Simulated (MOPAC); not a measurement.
# MNDO run of doublet SClO2F+

Aim: a structure relaxation of doublet SClO2F+. 

Program for the calculation: MOPAC 23.2.5.

3 further runs of the same task are left out: 3 set aside as unsound or not needed.

## 1. The molecule

The species is SClO2F+ (5 atoms), meant as a doublet with charge +1. SMILES of the parent species: `O=S(=O)(F)Cl`. The shape was relaxed beforehand at MNDO. The run starts from this shape.

Bond lengths: O1–S2 1.508 Å, S2–O3 1.508 Å, S2–F4 1.613 Å, S2–Cl5 2.063 Å. Angles: O1–S2–O3 120.1°, O1–S2–F4 105.6°, O1–S2–Cl5 110.7°, O3–S2–F4 105.6°, O3–S2–Cl5 110.7°, F4–S2–Cl5 102.5°.

## 2. A geometry optimisation at MNDO

The input, run.mop:

```
GNORM=0.05 CYCLES=300 DISP CHARGE=1 MNDO AUX(PRECISION=6) THREADS=1


O     -0.131400 1    -0.201107 1     1.587221 1
S      0.086630 1    -0.121087 1     0.097578 1
O      1.209474 1    -0.895739 1    -0.544395 1
F     -1.267952 1    -0.688530 1    -0.569606 1
Cl     0.104587 1     1.843594 1    -0.531124 1
```

Started as:

```bash
$ mopac run.mop
```

**Question.** What will come out? Wanted: total energy at the end; HOMO energy; LUMO energy; heat of formation; ⟨S²⟩.

**Answer.** As computed:

At MNDO:

```
                  quantity           value
   total energy at the end    -62.08084 Eh
HOMO energy (over α and β)       -14.66 eV
LUMO energy (over α and β)        -9.85 eV
         heat of formation  285.2 kcal/mol
                      ⟨S²⟩           1.768
```

**Reading.** At the final geometry: Bond lengths: O1–S2 1.599 Å, S2–O3 1.599 Å, S2–F4 1.578 Å. Angles: O1–S2–O3 102.7°, O1–S2–F4 101.0°, O3–S2–F4 101.0°. ⟨S²⟩ is 1.77 where a pure doublet has 0.75: the reference is spin-contaminated. The optimisation stopped short of its gradient threshold. The optimisation took 36 steps and changed the energy by -1.321 eV. Bonds broke or formed on the way.
